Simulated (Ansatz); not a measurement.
# CH₄MgSi: single points off equilibrium

The atoms stand at a structure displaced at random from a GFN2-xTB minimum. How far do the functionals agree with CCSD(T) there?

Method: single points in def2-TZVPP; program: Ansatz 0.2.0, Gaussian basis.

Cores are frozen in the correlated methods. The outer core shell of Li, Na, Mg and K is correlated. B3LYP uses VWN-RPA correlation.

## 1. The starting structure

SMILES `[MgH][CH]=[SiH2]`, 7 atoms, charge 0, spin multiplicity 1.

Atoms are counted from 1 here; the program's logs count them from 0.

Bond lengths: Mg1–C2 2.108 Å, Mg1–H4 1.494 Å, C2–Si3 1.709 Å, C2–H5 1.183 Å, Si3–H6 1.522 Å, Si3–H7 1.503 Å. Angles: C2–Mg1–H4 169.2°, Mg1–C2–Si3 126.9°, Mg1–C2–H5 114.1°, Si3–C2–H5 118.4°, C2–Si3–H6 114.8°, C2–Si3–H7 136.8°, H6–Si3–H7 103.6°.

As a file:

```xyz
7

Mg   -1.7260   -0.3163   -1.1101
C     0.1668   -0.7373   -0.2826
Si    1.1379    0.3191    0.6453
H    -3.0629    0.2049   -1.5249
H     0.6343   -1.7630   -0.6421
H     0.4464    1.6008    1.0860
H     2.2912    0.1928    1.6012
```

## 2. CCSD(T)/def2-TZVPP

Contents of run/in.yaml:

```yaml
crystal:
  periodic: [false, false, false]
  atoms:
    - {symbol: Mg, position_ang: [-1.726000, -0.316300, -1.110100]}
    - {symbol: C, position_ang: [0.166800, -0.737300, -0.282600]}
    - {symbol: Si, position_ang: [1.137900, 0.319100, 0.645300]}
    - {symbol: H, position_ang: [-3.062900, 0.204900, -1.524900]}
    - {symbol: H, position_ang: [0.634300, -1.763000, -0.642100]}
    - {symbol: H, position_ang: [0.446400, 1.600800, 1.086000]}
    - {symbol: H, position_ang: [2.291200, 0.192800, 1.601200]}
basis:
  gaussian: {orbitals: def2-TZVPP}
correlation: {method: ccsd_t}
output: {forces: true}
```

No record of the launch command was kept for these runs.

## 3. PBE0-D4/def2-TZVPP

run/in.yaml: that of step 2 with these lines changed.

```diff
@@ -12,3 +12,3 @@
   gaussian: {orbitals: def2-TZVPP}
-correlation: {method: ccsd_t}
-output: {forces: true}
+hamiltonian: {xc: pbe0, dispersion: d4}
+output: {forces: true, orbitals: {seedname: orbitals}}
```

## 4. wB97M-V/def2-TZVPP

run/in.yaml: that of step 3 with these lines changed.

```diff
@@ -12,3 +12,3 @@
   gaussian: {orbitals: def2-TZVPP}
-hamiltonian: {xc: pbe0, dispersion: d4}
-output: {forces: true, orbitals: {seedname: orbitals}}
+hamiltonian: {xc: {name: wB97M-V}}
+output: {forces: true}
```

## 5. r2SCAN-D4/def2-TZVPP

run/in.yaml: that of step 4 with these lines changed.

```diff
@@ -12,3 +12,3 @@
   gaussian: {orbitals: def2-TZVPP}
-hamiltonian: {xc: {name: wB97M-V}}
+hamiltonian: {xc: r2scan, dispersion: d4}
 output: {forces: true}
```

## 6. PBE-D4/def2-TZVPP

run/in.yaml: that of step 5 with these lines changed.

```diff
@@ -12,3 +12,3 @@
   gaussian: {orbitals: def2-TZVPP}
-hamiltonian: {xc: r2scan, dispersion: d4}
+hamiltonian: {xc: pbe, dispersion: d4}
 output: {forces: true}
```

## 7. B3LYP-D4/def2-TZVPP

run/in.yaml: that of step 6 with these lines changed.

```diff
@@ -12,3 +12,3 @@
   gaussian: {orbitals: def2-TZVPP}
-hamiltonian: {xc: pbe, dispersion: d4}
+hamiltonian: {xc: {name: B3LYP}, dispersion: d4}
 output: {forces: true}
```

## 8. B97M-V/def2-TZVPP

run/in.yaml: that of step 7 with these lines changed.

```diff
@@ -12,3 +12,3 @@
   gaussian: {orbitals: def2-TZVPP}
-hamiltonian: {xc: {name: B3LYP}, dispersion: d4}
+hamiltonian: {xc: {name: B97M-V}}
 output: {forces: true}
```

(Steps that only read results are left out.)

What does the calculation give? Wanted: energy less free atoms, CCSD(T)/def2-TZVPP; RMS force component; RMS force error; HOMO and LUMO, PBE0-D4; T1 diagnostic.

**Answer**, as computed:

| quantity | value |
| --- | --- |
| energy less free atoms, CCSD(T)/def2-TZVPP | -435.5 kcal/mol |
| RMS force component | 1.248 to 1.288 eV/Å over the methods |
| RMS force error | PBE0-D4 0.177, wB97M-V 0.218, r2SCAN-D4 0.147, PBE-D4 0.142, B3LYP-D4 0.130, B97M-V 0.179 eV/Å |
| HOMO and LUMO, PBE0-D4 | -6.32 and -1.44 eV |
| T1 diagnostic | 0.013 |

Against CCSD(T) the functionals' energies less atoms differ by -19.2 to -7.5 kcal/mol, PBE-D4 by -14.4 kcal/mol. The reference is not at the basis limit: in triple zeta CCSD(T) underbinds, which counts against methods that bind more; the gaps are no ranking. The forces of B3LYP-D4 come nearest to CCSD(T), those of wB97M-V are farthest. Frozen-core CCSD(T) forces in triple zeta carry basis errors of their own, and this is one geometry, so small gaps rank nothing. The restricted Hartree–Fock reference is unstable towards an unrestricted one at one or more of these structures.
